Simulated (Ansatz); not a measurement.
**Worked example: the barrier**

An elementary step of SiNH9O, closed shell (SiH₄ + H₂O + NH₃ → SiNH₅ ([NH2][SiH3]) + H₂O + H₂; bonds formed: Si1–N7, H2–H8, H6–O9; bonds broken: Si1–H2, H6–N7, H8–O9). “Start” is the structure reached by relaxing down from the saddle towards the reactants; PBE0-D4/def2-TZVP structures. The saddle:

```
12
angstrom
Si -1.1991 -0.4452 0.0227
H -0.1751 0.1575 -1.4423
H -0.7494 -1.7781 -0.4489
H -1.9343 -0.8239 1.2971
H -2.2669 0.2767 -0.7131
H 1.1240 0.3605 0.3299
N 0.0900 0.5400 0.9252
H 0.8179 0.1672 -1.2581
O 1.9074 0.2657 -0.6916
H -0.0975 1.5357 0.8454
H 0.1022 0.3099 1.9135
H 2.3807 -0.5659 -0.7798
```

Program: Ansatz 0.2.0. Basis: def2-TZVPP and def2-QZVPP. Cores are frozen in the correlated methods.

Energies in eV:

| quantity | saddle | start |
| --- | --- | --- |
| Hartree–Fock, triple zeta (X = 3) | -11522.53388 | -11525.20710 |
| Hartree–Fock, quadruple zeta (X = 4) | -11522.97152 | -11525.64487 |
| MP2 correlation, X = 3 | -18.61480 | -17.64107 |
| MP2 correlation, X = 4 | -19.93437 | -18.94516 |
| CCSD(T) correlation, X = 3 | -20.31899 | -19.46404 |

Problem. Work out the barrier at the basis limit: extrapolate Hartree–Fock as E(X) = E∞ + A exp(−7.88 √X) and the MP2 correlation as E(X) = E∞ + B X^−2.97 (the exponents that Neese and Valeev fitted for def2-TZVPP and QZVPP), then add CCSD(T) − MP2 in triple zeta.

Solution. Each step is linear, so take the differences first (saddle − start): Hartree–Fock 2.67322 (X = 3) and 2.67335 (X = 4); MP2 correlation -0.97373 and -0.98921; CCSD(T) correlation -0.85495.
Two points give E∞ = E(4) + w [E(4) − E(3)], with w = 1/(exp(7.88 (2 − √3)) − 1) = 0.1377 for Hartree–Fock and w = 1/((4/3)^2.97 − 1) = 0.7407 for the correlation.
Hartree–Fock: 2.67335 + 0.1377 × 0.00013 = 2.6734 eV.
MP2 correlation: -0.98921 + 0.7407 × (-0.01548) = -1.0007 eV.
CCSD(T) − MP2: -0.85495 − (-0.97373) = 0.1188 eV.
Sum: 2.6734 + (-1.0007) + 0.1188 = 1.7915 eV, or 41.31 kcal/mol. Plain CCSD(T) in triple zeta gives 1.8183 eV, so the larger basis shifts the result by -0.0268 eV.

No T1 diagnostic of these runs exceeds 0.012.

Labels in which every atom is bracketed show which atoms are joined, not bond orders.

For scale, one of the runs: CCSD(T)/def2-TZVPP, 230 basis functions, launched by `ansatz run in.yaml --threads 4 --pin off --events-out ev --progress --plain --max-ram 9574MiB`. Time: 110 s of wall clock on 4 CPU threads of an Intel Xeon; the host was shared. Peak host memory: 3.9 GiB.
